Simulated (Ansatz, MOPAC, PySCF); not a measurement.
System: CH3 (charge 0, doublet). SMILES: [CH3]
Geometry: optimised at B3LYP-D3(BJ)/def2-TZVP (Ansatz, a first-principles code).

Unscaled harmonic wavenumbers (cm⁻¹) in rising order, each level at the stationary point that it reaches from this structure (no distance between atoms moves by over 0.3 Å); the order of modes can differ between levels, and a negative number is imaginary. B3LYP-D3(BJ)/def2-TZVP (PySCF, at the structure above): 537, 1410, 1410, 3113, 3289, 3289.

PM6 (MOPAC): 932, 1257, 1257, 2754, 2754, 2798. Zero-point energy 16.8 against 18.7 kcal/mol; where all levels lie over 400 cm⁻¹, the wavenumbers are on average 1.015 times those of B3LYP-D3(BJ)/def2-TZVP.

PM7 (MOPAC): 920, 1304, 1304, 2735, 2735, 2793. Zero-point energy 16.9 against 18.7 kcal/mol; where all levels lie over 400 cm⁻¹, the wavenumbers are on average 1.021 times those of B3LYP-D3(BJ)/def2-TZVP.

B3LYP/6-31G* (Ansatz): 452, 1431, 1431, 3143, 3317, 3318. Zero-point energy 18.7 against 18.7 kcal/mol; where all levels lie over 400 cm⁻¹, the wavenumbers are on average 0.983 times those of B3LYP-D3(BJ)/def2-TZVP.
